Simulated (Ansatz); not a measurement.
What each rung costs, and what it gives

Saddle point of CH7ClSi, closed shell (CH₅ClSi ([CH3][SiH2][Cl]) + H₂ → CH₆Si ([CH3][SiH3]) + HCl; bonds formed: Si1–H7, Cl2–H6; bonds broken: Si1–Cl2, H6–H7), PBE0-D4/def2-TZVP structure:

Si1  (-0.173, -0.600, 0.322)
Cl2  (2.007, -0.550, -0.971)
H3  (-0.298, -1.975, -0.193)
H4  (-0.951, -0.603, 1.606)
C5  (-0.736, 0.900, -0.606)
H6  (1.584, -0.419, 0.722)
H7  (1.093, -0.386, 1.463)
H8  (-0.180, 1.774, -0.257)
H9  (-1.798, 1.070, -0.413)
H10  (-0.548, 0.790, -1.673)
(Å)

Barriers are electronic and count from the start structure reached by relaxing down the imaginary mode.

Ansatz 0.2.0; basis: as named in each row; cores frozen in the correlated methods. B3LYP uses VWN-RPA correlation. Extrapolation: Hartree–Fock as exp(−7.88 √X), correlation as X^−2.97.

Times are rough, for one single point on 4 threads of a shared host (Arm Neoverse V2).

The estimate by CCSD(T) at an estimated basis limit (MP2 extrapolated from triple and quadruple zeta, plus CCSD(T) − MP2 in triple zeta) is 55.14 kcal/mol.

```tsv
method	basis	time (s)	barrier (kcal/mol)	method less estimate
HF	STO-3G	under 1	105.51	50.36
PBE-D4	STO-3G	under 1	75.08	19.94
SPW92	def2-SVP	under 1	40.16	-14.99
B3LYP-D4	6-31G	under 1	56.64	1.50
PBE-D4	def2-SVP	under 1	46.66	-8.48
PBE0-D4	def2-SVP	under 1	50.34	-4.81
SPW92	def2-TZVPP	under 1	39.58	-15.56
CCSD(T)	def2-SVP	1	60.17	5.03
PBE-D4	def2-TZVPP	1	46.78	-8.37
BLYP-D4	def2-TZVPP	1	50.57	-4.57
B3LYP-D4	def2-TZVPP	1	52.99	-2.15
BHLYP-D4	def2-TZVPP	1	56.93	1.79
CAM-B3LYP-D4	def2-TZVPP	2	54.45	-0.69
PBE0-D4	def2-TZVPP	2	50.25	-4.89
wB97M-V	def2-SVP	2	53.63	-1.51
r2SCAN-D4	def2-TZVPP	2	50.25	-4.89
r2SCAN0-D4	def2-TZVPP	2	52.37	-2.77
RPA on PBE	def2-TZVPP	3	56.75	1.61
B2PLYP	def2-TZVPP	3	55.14	0.00
PBE-QIDH	def2-TZVPP	3	54.01	-1.13
wB97X-V	def2-TZVPP	4	55.18	0.04
wB97M-V	def2-TZVPP	5	54.18	-0.97
B97M-V	def2-TZVPP	6	52.93	-2.21
MP2	def2-QZVPP	10	55.62	0.48
CCSD(T)	def2-TZVPP	29	56.40	1.26
```

All methods are single points on the PBE0-D4 structures.

T1 diagnostic: at most 0.011.

Labels in which every atom is bracketed show which atoms are joined, not bond orders.
